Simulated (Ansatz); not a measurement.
**CH (quartet): the correlation ladder, def2-QZVPP**

One table from this session's results is given with a row withheld; the runs are named, their logs left out.

Method: def2-QZVPP, core rule «outside noble gas», up to 1 orbitals frozen; program: Ansatz 0.2.0, Gaussian basis.

To be run: UHF; ROHF; CCSD(T) on UHF.

**The system**

The geometry is a PBE0/def2-TZVP stationary point (not a proven minimum).

2 atoms, charge 0, spin multiplicity 4.

Atoms are counted from 1 here; the program's logs count them from 0.

Bond lengths: C1–H2 1.089 Å.

Set-up of the first run:

The input, in.yaml:

```yaml
crystal:
  periodic: [false, false, false]
  atoms:
    - {symbol: C, position_ang: [0.000000, 0.000000, 0.000000]}
    - {symbol: H, position_ang: [0.000000, 0.000000, 1.089400]}
basis:
  gaussian: {orbitals: "def2-QZVPP.json"}
magnetization: {spin_polarized: true, initial_magnetization: 3}
hamiltonian: {xc: hf}
output: {orbitals: {seedname: orbitals}}
```

Started as:

```sh
$ ansatz run in.yaml --threads 1 --pin off --events-out ev --progress --plain --max-ram 2393MiB
```

Among the steps run: UHF; ROHF; CCSD(T) on UHF.

One table of the session follows, with a row left open; its other results are not shown here.

| method | from UCCSD(T) (meV) |
| --- | --- |
| ROHF | +2793.4 |
| UHF | +2744.9 |
| UMP2 | +474.3 |
| UCCSD | ? |
| UCCSD(T) | 0 |

Estimate the missing values for UCCSD.

**Answer.** from UCCSD(T) (meV): +71.8. In the column «from UCCSD(T) (meV)» it lies between UCCSD(T) (0) and UMP2 (+474.3).
